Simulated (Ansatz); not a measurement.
The input, for Ansatz 0.2.0:

```yaml
crystal:
  periodic: [false, false, false]
  atoms:
    - {symbol: Si, position_ang: [0.000000, 0.029417, 1.651888]}
    - {symbol: N, position_ang: [0.000000, 0.044475, 0.058599]}
    - {symbol: Si, position_ang: [0.000000, -0.093113, -1.594364]}
    - {symbol: H, position_ang: [0.000000, 1.156800, -2.417164]}
basis:
  gaussian: {orbitals: def2-mTZVP, point_charges: [{charge: -1.00, position_ang: [2.993, -0.753, -0.907]}]}
total_charge: 1
magnetization: {spin_polarized: false, initial_magnetization: 3}
correlation: {method: ccsd, electrons: outside_noble_gas, diis_vectors: 2}
scf: {lower_state_search: full}
output: {forces: true}
```

```sh
$ ansatz run in.yaml --threads 1 --pin off --events-out ev --progress --plain --max-ram 2393MiB
```

Output:

```
556 factors; integrals over basis functions are off by at most 1.1e-3 eV
mean field evaluation 1: about -17204.7768 eV, gradient 6.4e1 eV
mean field evaluation 2: about -17204.7794 eV, gradient 6.4e1 eV
mean field evaluation 4: about -17213.9577 eV, gradient 1.8e1 eV
mean field evaluation 8: about -17215.6063 eV, gradient 2.7e-1 eV
mean field evaluation 16: about -17204.7764 eV, gradient 6.4e1 eV
mean field evaluation 32: about -17215.6097 eV, gradient 2.0e-2 eV
mean field evaluation 64: about -17215.0637 eV, gradient 2.6e0 eV
mean field evaluation 96: about -17215.7433 eV, gradient 1.0e-1 eV
mean field evaluation 128: about -17215.4022 eV, gradient 4.5e0 eV
mean field evaluation 160: about -17215.7400 eV, gradient 2.3e-1 eV
...
mean field -17215.74349519 eV, -632.6669041983 hartree, gradient 1.8e-6 eV, S^2 3.750000; 28 other end points of the search recorded, 0 dependent functions left out
...
determinant -17215.74349519 eV, -632.6669041983 hartree, with singles and doubles -17223.45214154 eV, -632.9501917264 hartree
determinant -17215.60993304 eV, -632.6619958797 hartree, with singles and doubles -17223.69202258 eV, -632.9590071922 hartree
determinant -17215.55853978 eV, -632.6601072122 hartree, with singles and doubles -17223.33642694 eV, -632.9459392932 hartree
determinant -17215.42566540 eV, -632.6552241689 hartree, with singles and doubles -17223.26552148 eV, -632.9433335656 hartree
determinant -17215.34628473 eV, -632.6523069829 hartree, with singles and doubles -17222.85890890 eV, -632.9283908292 hartree
determinant -17214.97329710 eV, -632.6385999404 hartree, with singles and doubles -17222.49896515 eV, -632.9151631401 hartree
determinant -17214.71169659 eV, -632.6289862990 hartree, with singles and doubles -17222.86291414 eV, -632.9285380190 hartree
determinant -17212.62471658 eV, -632.5522911984 hartree, with singles and doubles -17220.71017311 eV, -632.8494262452 hartree
determinant -17215.74349519 eV, -632.6669041983 hartree, with singles and doubles -17223.45407139 eV, -632.9502626471 hartree
determinant -17215.60993304 eV, -632.6619958797 hartree, with singles and doubles -17223.70387542 eV, -632.9594427760 hartree
determinant -17215.55853978 eV, -632.6601072122 hartree, with no singles and doubles
determinant -17215.42566540 eV, -632.6552241689 hartree, with singles and doubles -17223.28063376 eV, -632.9438889319 hartree
...
11 core orbitals not correlated: weight in the atoms' cores, before any rotation towards them, 1.000 or more for the frozen orbitals, at most 0.000 for the correlated occupied ones
reference -17215.60993304 eV, -632.6619958797 hartree; 8, 5 occupied and 47, 50 virtual orbitals, 556 factors
second order -7.42035527 eV of doubles, -0.07826140 eV of singles
...
cycle   9  -8.09393758 eV  change   -1.3e-8 eV  update   4.8e-7
cycle  10  -8.09393756 eV  change    1.1e-8 eV  update   4.0e-7
cycle  11  -8.09393763 eV  change   -6.2e-8 eV  update   3.3e-7
cycle  12  -8.09393760 eV  change    2.3e-8 eV  update   2.6e-7
cycle  13  -8.09393759 eV  change    1.3e-8 eV  update   2.3e-7
cycle  14  -8.09393752 eV  change    7.3e-8 eV  update   1.9e-7
cycle  15  -8.09393752 eV  change   -5.8e-9 eV  update   1.6e-7
cycle  16  -8.09393756 eV  change   -3.3e-8 eV  update   1.2e-7
cycle  17  -8.09393758 eV  change   -2.1e-8 eV  update   9.4e-8
cycle  18  -8.09393759 eV  change   -9.3e-9 eV  update   7.4e-8
the calculation of the forces begins
Total energy: -17223.70387063 eV, -632.9594425997 hartree
Atom 0 at     0.000000     0.029417     1.651888 Å, force     0.412494    -0.262563     0.374273 eV/Å
Atom 1 at     0.000000     0.044475     0.058599 Å, force    -0.602663     0.486708    -1.800097 eV/Å
Atom 2 at     0.000000    -0.093113    -1.594364 Å, force     1.328989    -0.591182     1.478527 eV/Å
Atom 3 at     0.000000     1.156800    -2.417164 Å, force     0.066193     0.084533     0.127672 eV/Å
Dipole moment:     0.310098    -0.086442    -0.050983 e Å
```

Forces (eV/Å):
```
Si   0.412 -0.263  0.374
N   -0.603  0.487 -1.800
Si   1.329 -0.591  1.479
H    0.066  0.085  0.128
```

The T1 diagnostic is 0.060.

Ran on 1 thread of Arm Neoverse N1, shared host: 2.7 min wall, 0.24 GiB peak host memory.
